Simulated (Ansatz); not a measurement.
Process, species as SMILES: C=O (CH2-O) → CH2O+ (doublet, bonded as C=O) + e-
B3LYP-D3(BJ)/def2-TZVP geometries, fixed; electronic energies without zero-point terms.

Basis-set convergence of the adiabatic ionisation energy at MP2 with Ansatz (a program for electronic structure). Cartesian d functions, on some or all atoms, in 6-31G*, 6-31+G*; all else is spherical. Cores are frozen. Open shells are unrestricted. No added dispersion term, no relativity. Functions are those of the species that has most. Reference: Hartree-Fock in cc-pVQZ plus the correlation part extrapolated as X^-3 from cc-pVTZ and cc-pVQZ, 11.422 eV, itself unsure by roughly 0.034 eV (a third of the extrapolation step and of the last Hartree-Fock step). Deviations are taken from unrounded values.

```json
[
 {"basis": "6-31G*", "functions": "34", "adiabatic ionisation energy (eV)": "10.848"},
 {"basis": "6-31+G*", "functions": "42", "adiabatic ionisation energy (eV)": "11.023"},
 {"basis": "cc-pVDZ", "functions": "38", "adiabatic ionisation energy (eV)": "10.831"},
 {"basis": "aug-cc-pVDZ", "functions": "64", "adiabatic ionisation energy (eV)": "11.148"},
 {"basis": "def2-SVP", "functions": "38", "adiabatic ionisation energy (eV)": "10.944"},
 {"basis": "def2-SVPD", "functions": "59", "adiabatic ionisation energy (eV)": "11.190"},
 {"basis": "pcseg-1", "functions": "38", "adiabatic ionisation energy (eV)": "11.020"},
 {"basis": "aug-pcseg-1", "functions": "64", "adiabatic ionisation energy (eV)": "11.131"},
 {"basis": "6-311G**", "functions": "48", "adiabatic ionisation energy (eV)": "10.953"},
 {"basis": "6-311+G**", "functions": "56", "adiabatic ionisation energy (eV)": "11.082"},
 {"basis": "def2-TZVP", "functions": "74", "adiabatic ionisation energy (eV)": "11.224"},
 {"basis": "def2-TZVPD", "functions": "95", "adiabatic ionisation energy (eV)": "11.264"},
 {"basis": "cc-pVTZ", "functions": "88", "adiabatic ionisation energy (eV)": "11.212"},
 {"basis": "aug-cc-pVTZ", "functions": "138", "adiabatic ionisation energy (eV)": "11.321"},
 {"basis": "pcseg-2", "functions": "88", "adiabatic ionisation energy (eV)": "11.267"},
 {"basis": "aug-pcseg-2", "functions": "138", "adiabatic ionisation energy (eV)": "11.306"},
 {"basis": "def2-TZVPP", "functions": "90", "adiabatic ionisation energy (eV)": "11.253"},
 {"basis": "def2-TZVPPD", "functions": "111", "adiabatic ionisation energy (eV)": "11.289"},
 {"basis": "def2-QZVPP", "functions": "174", "adiabatic ionisation energy (eV)": "11.355"},
 {"basis": "def2-QZVPPD", "functions": "195", "adiabatic ionisation energy (eV)": "11.363"}
]
```

What the diffuse functions change, pair by pair:
- 6-31G* to 6-31+G*: 8 more functions, deviation -0.574 to -0.399 eV
- cc-pVDZ to aug-cc-pVDZ: 26 more functions, deviation -0.592 to -0.274 eV
- def2-SVP to def2-SVPD: 21 more functions, deviation -0.479 to -0.232 eV
- pcseg-1 to aug-pcseg-1: 26 more functions, deviation -0.402 to -0.291 eV
- 6-311G** to 6-311+G**: 8 more functions, deviation -0.470 to -0.340 eV
- def2-TZVP to def2-TZVPD: 21 more functions, deviation -0.199 to -0.158 eV
- cc-pVTZ to aug-cc-pVTZ: 50 more functions, deviation -0.210 to -0.101 eV
- pcseg-2 to aug-pcseg-2: 50 more functions, deviation -0.155 to -0.117 eV
- def2-TZVPP to def2-TZVPPD: 21 more functions, deviation -0.169 to -0.134 eV
- def2-QZVPP to def2-QZVPPD: 21 more functions, deviation -0.067 to -0.060 eV

They bring the value nearer the reference by more than 0.034 eV in 9 of 10 pairs.
